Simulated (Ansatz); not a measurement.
# CH₃Al+ (doublet): wave-function methods side by side, cc-pVDZ

How much of the correlation energy of CH₃Al+ (doublet) does each wave-function method recover here?

Method: cc-pVDZ, core rule «outside noble gas», up to 6 orbitals frozen; program: Ansatz 0.2.0, Gaussian basis.

Plan: UHF; CCSD(T) on ROHF; CCSD(T) on UHF; BCCD(T) on ROHF; CISD; CCSDT(Q) on ROHF; CCSDT(Q) on UHF.

5 further runs of the same task are left out: 3 for a known fault of the program, 2 set aside as unsound or not needed.

### Step 1. What is computed

The geometry is a PBE0/def2-TZVP stationary point (not a proven minimum) of the parent state, kept for this charge and spin.

5 atoms, charge 1, spin multiplicity 2.

Atoms are counted from 1 here; the program's logs count them from 0.

Bond lengths: Al1–C2 1.845 Å, Al1–H3 1.583 Å, Al1–H4 1.583 Å, C2–H5 1.084 Å. Angles: C2–Al1–H3 115.2°, C2–Al1–H4 115.2°, H3–Al1–H4 129.7°, Al1–C2–H5 180.0°.

### Step 2. UHF

in.yaml

```yaml
crystal:
  periodic: [false, false, false]
  atoms:
    - {symbol: Al, position_ang: [0.000000, 0.000000, 0.565388]}
    - {symbol: C, position_ang: [0.000000, 0.000000, -1.279659]}
    - {symbol: H, position_ang: [0.000000, 1.432477, 1.238502]}
    - {symbol: H, position_ang: [0.000000, -1.432476, 1.238502]}
    - {symbol: H, position_ang: [0.000000, 0.000000, -2.363348]}
basis:
  gaussian: {orbitals: cc-pVDZ}
total_charge: 1
magnetization: {spin_polarized: true, initial_magnetization: 1}
hamiltonian: {xc: hf}
output: {orbitals: {seedname: orbitals}}
```

Command:

```console
$ ansatz run in.yaml --threads 1 --pin off --events-out ev --progress --plain --max-ram 4096MiB --backend cpu
```

After this run come: CCSD(T) on ROHF; CCSD(T) on UHF; BCCD(T) on ROHF; CISD; CCSDT(Q) on ROHF; CCSDT(Q) on UHF.

Before running them: what should the planned runs give, taken together? Wanted: UCCSDT(Q) below the RHF energy; RMP2 from UCCSDT(Q); UMP2 from UCCSDT(Q); RCCSD from UCCSDT(Q); RCCSD(T) from UCCSDT(Q); UCCSD(T) from UCCSDT(Q); RCCSDT(Q) from UCCSDT(Q); T1 diagnostic.

The runs gave:

```
                         quantity                      value
   UCCSDT(Q) below the RHF energy                 -5.0892 eV
              RMP2 from UCCSDT(Q)                +1307.0 meV
              UMP2 from UCCSDT(Q)                +1305.1 meV
             RCCSD from UCCSDT(Q)                 +179.7 meV
          RCCSD(T) from UCCSDT(Q)                  +55.5 meV
          UCCSD(T) from UCCSDT(Q)                  +55.3 meV
         RCCSDT(Q) from UCCSDT(Q)                   +2.2 meV
levels within 1 kcal/mol (43 meV)  RCCSDT, UCCSDT, RCCSDT(Q)
                    T1 diagnostic                      0.043
```

In words: RCCSD(T) misses by +55.5 meV, 1.1 % of the correlation energy. These misses are within one basis, not against nature; the frozen cores of restricted and unrestricted runs differ, which can shift their rows.
